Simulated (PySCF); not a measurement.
Compound: C4H8 (charge +1 and doublet state).
Structure used (GFN2-xTB), in Å, numbered top down from 1:
```
atom  x, y, z in Å
C1     1.9160   -0.1287    0.0447
C2     0.5373   -0.2196   -0.3787
C3    -0.5366    0.2219    0.3733
C4    -1.9158    0.1226   -0.0464
H5     2.4964    0.4515   -0.6891
H6     2.4042   -1.1109   -0.0318
H7     2.0448    0.2906    1.0393
H8     0.3394   -0.6629   -1.3494
H9    -0.3387    0.6749    1.3393
H10   -2.0476   -0.3299   -1.0258
H11   -2.3949    1.1120   -0.0092
H12   -2.5033   -0.4222    0.7078
```

The hyperfine couplings belong to this conformer and change with its torsions.

As a line formula: `C[CH][CH+]C` [radical] (charge +1).

Method used: UKS B3LYP, pcH-1 on C H, non-relativistic, mean-field spin-orbit, GIAO (PySCF 2.14.0). Isolated species at its GFN2-xTB geometry (one conformer only). A GFN2-xTB geometry isn't a minimum of the functional, and hyperfine couplings can be far from their values at a DFT geometry, by a factor of two or more for some ions and for spin on atoms past the first row. Stability of the SCF solution: not tested.

The Mulliken spin populations are largest on C3 (+0.43) and C2 (+0.43).

(1) Find Q in a(H) = Q·ρ(C) for the protons on the planar carbons that carry spin.

(2) List the C–H protons on four-coordinate carbons next to a three-coordinate spin centre, with their couplings and θ (C–H bond against the normal to the plane of the centre's neighbours, projected along the bond that joins the two).

(3) What would the freely rotating methyl group on C1 show?

## Answers

(1) 
```
 H   C    ρ(C)  a(H) (G)  a/ρ (G)
H8  C2  +0.431    -10.25    -23.8
H9  C3  +0.431    -10.25    -23.8
```

These protons share one ρ (within 0.01), so their mean ratio, Q = -23.8 G, is no test of linearity. In every row coupling and population have opposite signs.

(2) 
```json
{"β H": "H5", "on": "C1", "centre": "C2", "θ (°)": "32", "cos²θ": "0.72", "a (G)": "+52.67"}
{"β H": "H6", "on": "C1", "centre": "C2", "θ (°)": "38", "cos²θ": "0.63", "a (G)": "+46.44"}
{"β H": "H7", "on": "C1", "centre": "C2", "θ (°)": "88", "cos²θ": "0.00", "a (G)": "-0.53"}
{"β H": "H10", "on": "C4", "centre": "C3", "θ (°)": "89", "cos²θ": "0.00", "a (G)": "-0.63"}
{"β H": "H11", "on": "C4", "centre": "C3", "θ (°)": "36", "cos²θ": "0.66", "a (G)": "+49.14"}
{"β H": "H12", "on": "C4", "centre": "C3", "θ (°)": "34", "cos²θ": "0.69", "a (G)": "+50.12"}
```

Fitting the Heller–McConnell form a = ρ(B0 + B2 cos²θ), with Mulliken ρ = 0.43, gives B0 = -1.4 G and B2 = 172.7 G, with a largest miss of 0.4 G. By this fit the coupling would be 73.8 G at θ = 0° and -0.6 G at 90°.

(3) Three equal couplings, a 1:3:3:1 quartet. The mean of the three values of this geometry estimates the splitting: 32.9 G, or 92.1 MHz (three bonds 120° apart have a mean cos²θ of 1/2 at any torsion).

Couplings in gauss use g_iso = 2.0027.
